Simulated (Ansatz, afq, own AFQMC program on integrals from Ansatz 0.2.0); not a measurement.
Two steps: Ansatz 0.2.0 writes the Fock matrix and Cholesky factors of the valence space, and afq projects on them the lowest state that overlaps trial and start.

```yaml
crystal:
  periodic: [false, false, false]
  atoms:
    - {symbol: Si, position_ang: [0.000000, 0.000000, 0.645532]}
    - {symbol: N, position_ang: [0.000000, 0.000000, -1.059936]}
    - {symbol: H, position_ang: [0.000000, 0.834992, -1.628999]}
    - {symbol: H, position_ang: [0.000000, -0.834993, -1.628999]}
basis:
  gaussian: {orbitals: cc-pVDZ}
magnetization: {spin_polarized: true, initial_magnetization: 1}
correlation: {method: ccsd_t, electrons: outside_noble_gas, hamiltonian_folder: ham}
```

```sh
$ ansatz run in.yaml --threads 1 --pin off --events-out ev --progress --plain --max-ram 1382MiB
```

afq runs on the folder ham with

```
--method phaseless --trial hf --walkers 120 --populations 1 --least-time 40 --time-step 0.005 --steps-per-block 20 --equilibration-blocks 112 --max-blocks 600 --target-error 0.0012000 --factor-cut 1e-05 --start spin_pure --seed 9657 --taylor-order 6
```

Times are imaginary, in 1/Eh. The walk had a cap of 1172 s.

afq prints:

```
orbitals 36  electrons 6 5  factors 276 of 407
reference energy -344.51884198 Eh
CCSD correlation -0.26369421 Eh in 11 cycles, weight of the determinant in the CISD state 0.8795
energy of the start -344.519167 Eh
 block  time / (1/Eh)  mean weight  energy / Eh
     1     0.100  1.0022  -344.582355
     2     0.200  1.0018  -344.620918
     3     0.300  1.0026  -344.656226
     4     0.400  1.0029  -344.677201
     5     0.500  1.0022  -344.696391
    10     1.000  1.0007  -344.755069
    86     8.600  1.0014  -344.792776
   171    17.100  0.9989  -344.786171
   205    20.500  0.9999  -344.750699
   256    25.600  1.0003  -344.777521
   290    29.000  0.9998  -344.837724
   341    34.100  0.9983  -344.785904
   426    42.600  0.9999  -344.801735
   511    51.100  1.0045  -344.833845
   596    59.600  1.0012  -344.820936
   681    68.100  1.0033  -344.780442
   698    69.800  0.9999  -344.775968
blocks merged  error / Eh  count
     1  0.000954  600
     2  0.001249  300
     4  0.001612  150
     8  0.002012  75
    16  0.002531  37
    32  0.002351  18
    64  0.002244  9
energy -344.794776 +/- 0.002531 Eh
(rows thinned)
```

The run passed its tests (sampling time, drift between the halves within three errors, error under three times the target), which doesn't prove that it has relaxed.

Against this walk (error 68.9 meV) on the same determinant: CCSD(T) 124.9 meV higher (within the noise), CCSDT(Q) 85.3 meV higher (within the noise), a separate phaseless walk with a CISD trial and standard settings 116.0 ± 70.1 meV higher (within the noise). The error is statistical and leaves out the bias of the constraint.

Cautions: constraint bias not in the error; error above the target (68.9 against 32.7 meV).

The walk took 2.7 min on 1 thread of Intel(R) Xeon(R) 6975P-C (Granite Rapids), with other jobs on the host. The log's last line is the phaseless energy.

CCSDT and higher add their correlation energy to the determinant of the CCSD(T) run, since their own runs factorise the integrals more tightly (a shift of under 2 meV). A walk keeps the symmetry of its determinant, which the program's search chose and which needn't be the lowest solution, so a lower state of the same spin and another symmetry isn't excluded.
